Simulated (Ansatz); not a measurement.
CCl, sextet: reading a ladder of total energies

Geometry: that of the CCl, quartet, kept fixed. The quartet lies 9.2 eV lower here.

```json
{"atom": "C", "x (Å)": "0.0000", "y (Å)": "0.0000", "z (Å)": "0.0000"}
{"atom": "Cl", "x (Å)": "0.0000", "y (Å)": "0.0000", "z (Å)": "1.6442"}
```

Basis cc-pVTZ; Ansatz 0.2.0. Correlated methods freeze the noble-gas cores, which leaves 11 electrons in 58 orbitals. Prefix R: restricted or restricted open-shell reference; prefix U: unrestricted.

Full CI isn't at hand for all of this; UCCSDT(Q) serves as the reference, and is uncertain by about the last step of the cluster series.

Runs differ by some tens of microhartree through their thresholds and, for an open shell, their frozen cores, so steps under 0.03 kcal/mol mean nothing.

| level | total energy (hartree) |
| --- | --- |
| UHF | -496.906700 |
| UMP2 | -497.131631 |
| UCCSD | -497.163271 |
| UCCSD(T) | -497.172649 |
| UCCSDT | -497.173763 |
| UCCSDT(Q) | -497.174142 |

Q: What is the correlation energy at UCCSDT(Q), and what share of it do UMP2 and UCCSD(T) recover?

A: E(corr) = -497.174142 − (-496.906700) = -0.267442 hartree = -7.277 eV. UMP2: -0.224931 / -0.267442 = 84.10 %. UCCSD(T): -0.265949 / -0.267442 = 99.44 %.

Q: By how many kcal/mol does UCCSD(T) miss UCCSDT(Q) (1 hartree = 627.509 kcal/mol), and which steps make up the rest?

A: -497.172649 − (-497.174142) = 0.001493 hartree = 0.94 kcal/mol. Steps: UCCSDT − UCCSD(T) = -0.70, UCCSDT(Q) − UCCSDT = -0.24 kcal/mol. Differences between like states or geometries often cancel part of this.
